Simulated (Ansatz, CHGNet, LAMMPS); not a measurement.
# How well does each level of theory give the lattice parameter a of fcc Au?

Reference value: 4.062 Å (measured, static lattice: zero-point anharmonic expansion removed; as tabulated in Mejia-Rodriguez and Trickey (2018), arXiv:1807.09216).

```tsv
level (code)	value (Å)
MEAM library.meam-Au (LAMMPS)	4.070
CHGNet 0.3.0 (CHGNet)	4.172
LDA (Ansatz)	…
PBE (Ansatz)	…
PBEsol+SOC (Ansatz)	4.072
PBE-D3(BJ) (Ansatz)	4.102
rVV10 (Ansatz)	4.197
r²SCAN (Ansatz)	…
r²SCAN+SOC (Ansatz)	4.111
r²SCAN-D4 (Ansatz)	4.109
r²SCAN+rVV10 (Ansatz)	4.100
PBE0 (Ansatz)	…
```

**Question.** What belongs in the gaps?

**Answer.** 
- LDA (Ansatz, a first-principles code), value (Å): 4.047
- PBE (Ansatz), value (Å): 4.158
- r²SCAN (Ansatz), value (Å): 4.125
- PBE0 (Ansatz), value (Å): 4.129

Errors against the reference: MEAM library.meam-Au +0.20 %, CHGNet 0.3.0 +2.71 %, LDA -0.37 %, PBE +2.36 %, PBEsol+SOC +0.25 %, PBE-D3(BJ) +0.98 %, rVV10 +3.32 %, r²SCAN +1.55 %, r²SCAN+SOC +1.21 %, r²SCAN-D4 +1.16 %, r²SCAN+rVV10 +0.94 %, PBE0 +1.65 %.

Leaving aside MEAM library.meam-Au, which can be fitted to such values or carry a doubt: Nearest, and too close to rank with a margin of 0.10 % (twice that across the reference) picked here for doubts on the reference and the settings: PBEsol+SOC (+0.25 %), LDA (-0.37 %). rVV10 (+3.32 %) lies farthest from it. Within 0.5 %: LDA, PBEsol+SOC.

Density-functional levels without +SOC have no spin–orbit coupling. Cutoffs and k meshes differ between the levels. Ansatz's density-functional and Hartree–Fock values are scalar-relativistic unless marked +SOC, with PAW data made under PBE.

Empirical potentials (MEAM library.meam-Au) are fitted to chosen data, which need not cover the solid at hand: agreement can be built in, and what lay outside the fit can be far off. Machine-learned potentials (CHGNet 0.3.0) are trained on DFT data, which may include these solids.

Differences are worked out from the printed values.
